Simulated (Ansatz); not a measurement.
Coupled-cluster run, C2H2FNS (`NC1=C(F)S1`).

```yaml
crystal:
  periodic: [false, false, false]
  atoms:
    - {symbol: N, position_ang: [-0.358767, 0.962013, 0.439553]}
    - {symbol: C, position_ang: [0.272133, 0.005616, -0.199726]}
    - {symbol: C, position_ang: [0.685889, -1.326142, 0.079009]}
    - {symbol: F, position_ang: [-0.318613, -2.210081, -0.069442]}
    - {symbol: S, position_ang: [0.984880, -0.167502, -1.681261]}
    - {symbol: H, position_ang: [-0.763451, 0.784688, 1.344516]}
    - {symbol: H, position_ang: [-0.440770, 1.883309, 0.041750]}
basis:
  gaussian: {orbitals: def2-SVP}
correlation: {method: ccsd_t}
```

```sh
$ ansatz run in.yaml --threads 2 --pin off --events-out ev --progress --plain --max-ram 4352MiB
```

Log, shortened:

```
Functional definition: HF
825 factors; integrals over basis functions are off by at most 1.2e-3 eV
mean field evaluation 1: about -17083.2312 eV, gradient 2.8e1 eV
mean field evaluation 2: about -17083.3514 eV, gradient 2.8e1 eV
mean field evaluation 4: about -17085.3914 eV, gradient 4.2e0 eV
mean field evaluation 8: about -17085.4648 eV, gradient 5.1e-1 eV
mean field evaluation 16: about -17084.9137 eV, gradient 1.3e1 eV
mean field -17085.46725596 eV, -627.8793407110 hartree, gradient 7.8e-6 eV, S^2 0.000000; 0 other end points of the search recorded, 0 dependent functions left out
9 core orbitals not correlated: weight in the atoms' cores, before any rotation towards them, 1.000 or more for the frozen orbitals, at most 0.000 for the correlated occupied ones
reference -17085.46725596 eV, -627.8793407110 hartree; 14, 14 occupied and 61, 61 virtual orbitals, 825 factors
second order -19.79694965 eV of doubles, -0.00000000 eV of singles
cycle   1  -19.85790086 eV  change   -6.1e-2 eV  update   1.4e-1
cycle   2  -20.44188794 eV  change   -5.8e-1 eV  update   4.5e-2
cycle   3  -20.62403036 eV  change   -1.8e-1 eV  update   2.7e-2
cycle   4  -20.61326619 eV  change    1.1e-2 eV  update   8.7e-3
cycle   5  -20.60616848 eV  change    7.1e-3 eV  update   4.3e-3
cycle   6  -20.60756492 eV  change   -1.4e-3 eV  update   2.4e-3
cycle   7  -20.60729578 eV  change    2.7e-4 eV  update   1.4e-3
cycle   8  -20.60757544 eV  change   -2.8e-4 eV  update   6.7e-4
cycle   9  -20.60804787 eV  change   -4.7e-4 eV  update   2.6e-4
cycle  10  -20.60795643 eV  change    9.1e-5 eV  update   1.2e-4
cycle  11  -20.60799049 eV  change   -3.4e-5 eV  update   6.2e-5
cycle  12  -20.60801769 eV  change   -2.7e-5 eV  update   2.6e-5
cycle  13  -20.60801657 eV  change    1.1e-6 eV  update   1.4e-5
perturbative correction -0.78969362 eV, -0.0290207052 hartree
Total energy: -17106.86496615 eV, -628.6656920563 hartree
```

Hardware: 2 threads of an Arm Neoverse V1 on a shared host. Wall time 4.5 s, peak host memory 0.39 GiB.

Correlation energy per correlated electron: -0.764 eV. T1 diagnostic: 0.0214.
